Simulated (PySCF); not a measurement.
Computed with PySCF and rigid-rotor harmonic-oscillator thermochemistry at 1 bar. 'Table' is the NASA 1993 thermochemical table (part measured, part estimated). All species are closed-shell singlets. The harmonic model lacks anharmonicity and excited electronic states, which grow with temperature; levels with a mode under 35 cm⁻¹ are left out.

Harmonic frequencies at PBE/def2-SVP (cm⁻¹): 467, 468, 666, 863, 1459, 1459. Point group D3h; S°(298 K) = 255.2 J/mol/K at this level.

**Question.** Work out Cp and S° of gaseous BF3 at 500, 800, 1200, 1600, 2000 K from these, and set them beside the table.

**Answer.** 
```tsv
T (K)	Cp PBE/def2-SVP	Cp table	S° PBE/def2-SVP	S° table
500	63.4	62.9	284.8	283.7
800	72.8	72.6	316.9	315.6
1200	77.9	77.6	347.6	346.2
1600	80.1	79.9	370.4	368.9
2000	81.1	81.2	388.3	386.9
```
Units J/mol/K.
